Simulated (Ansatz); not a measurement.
# SiH2F (doublet): the correlation ladder, cc-pVDZ

Aim: climb from Hartree-Fock through coupled cluster for SiH2F (doublet) at one geometry and basis, and see what each rung misses.

Program: Ansatz 0.2.0, Gaussian basis. Level of theory: cc-pVDZ, core rule «outside noble gas», up to 6 orbitals frozen. These are calculated values, not measurements.

To be run: UHF; CCSD(T) on ROHF; CCSD(T) on UHF; BCCD(T) on ROHF; CISD as a restricted active space (open shells left free, so some higher excitations enter); CCSDT(Q) on ROHF; CCSDT(Q) on UHF.

36 further runs of the same task are left out: 13 for a known fault of the program, 8 that didn't finish, 15 set aside as unsound or not needed. Runs told in other sessions of the task aren't counted.

### 1 The geometry

The geometry is a PBE0/def2-TZVP stationary point (not a proven minimum).

4 atoms, charge 0, spin multiplicity 2.

Atoms are counted from 1 here; the program's logs count them from 0.

Bond lengths: Si1–F2 1.599 Å, Si1–H3 1.463 Å, Si1–H4 1.463 Å. Angles: F2–Si1–H3 115.4°, F2–Si1–H4 115.4°, H3–Si1–H4 129.1°.

### 2 UHF

File in.yaml:

```yaml
crystal:
  periodic: [false, false, false]
  atoms:
    - {symbol: Si, position_ang: [0.000000, 0.000000, 0.593067]}
    - {symbol: F, position_ang: [0.000000, 0.000000, -1.006354]}
    - {symbol: H, position_ang: [0.000000, 1.321394, 1.221565]}
    - {symbol: H, position_ang: [0.000000, -1.321394, 1.221565]}
basis:
  gaussian: {orbitals: cc-pVDZ}
magnetization: {spin_polarized: true, initial_magnetization: 1}
hamiltonian: {xc: hf}
output: {orbitals: {seedname: orbitals}}
```

The run is started by

```console
> ansatz run in.yaml --threads 1 --pin off --events-out ev --progress --plain --max-ram 2393MiB
```

Further steps of the session: CCSD(T) on ROHF; CCSD(T) on UHF; BCCD(T) on ROHF; CISD as a restricted active space (open shells left free, so some higher excitations enter); CCSDT(Q) on ROHF; CCSDT(Q) on UHF.

Before running them: what should the planned runs give, taken together? Wanted: UCCSDT(Q) from the RHF energy; RMP2 from UCCSDT(Q); UMP2 from UCCSDT(Q); RCCSD from UCCSDT(Q); RCCSD(T) from UCCSDT(Q); UCCSD(T) from UCCSDT(Q); RCCSDT(Q) from UCCSDT(Q); T1 diagnostic.

**Answer**, as computed:

| quantity | value |
| --- | --- |
| UCCSDT(Q) from the ROHF energy | -8.3692 eV |
| RMP2 from UCCSDT(Q) | +17.24 kcal/mol |
| UMP2 from UCCSDT(Q) | +17.36 kcal/mol |
| RCCSD from UCCSDT(Q) | +4.01 kcal/mol |
| RCCSD(T) from UCCSDT(Q) | +0.73 kcal/mol |
| UCCSD(T) from UCCSDT(Q) | +0.73 kcal/mol |
| RCCSDT(Q) from UCCSDT(Q) | +0.04 kcal/mol |
| levels within 1 kcal/mol (43 meV) | RCCSD(T), UCCSD(T), BCCD(T), RCCSDT, UCCSDT, RCCSDT(Q) |
| T1 diagnostic | 0.018 |

RCCSD(T) misses by +0.73 kcal/mol, 0.4 % of the correlation energy. These misses are within one basis, not against nature; the frozen cores of restricted and unrestricted runs differ, which can shift their rows.

With open shells the CI space here admits some higher excitations, so it is larger than plain CISD.
